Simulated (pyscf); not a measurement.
Single points on ωB97X-D3(BJ)/def2-SVP structures (PySCF, gas phase).

Estimate by transition-state theory the rate constant of •H₂Si–SiH₃ + SiH₄ -> H₃Si–SiH₃ + SiH₃• (doublet surface; H–Si broken, H–Si formed) at 900 K, with ωB97M-D3(BJ)/def2-TZVP energies (ideal gas, 1 atm, RRHO with modes under 100 cm⁻¹ raised to 100, one conformer, R ln 2 for chiral ones without a mode under 150 cm⁻¹; no tunnelling).

The electronic barrier is 10.2 kcal/mol and the thermal terms add +20.5, so ΔG‡ = 30.7 kcal/mol. With k_BT/h = 1.88e+13 s⁻¹ and RT = 1.788 kcal/mol, and a volume of 1.23e-19 cm³ per molecule at 1 atm, k = 7.9e-14 cm³ molecule⁻¹ s⁻¹. Wigner's tunnelling factor for 1331i cm⁻¹ would be 1.19. A shift of 1 kcal/mol in the barrier changes k by a factor 1.7. One saddle was located; it need not be the lowest between these sides. The angle at the transferred H is 175°.
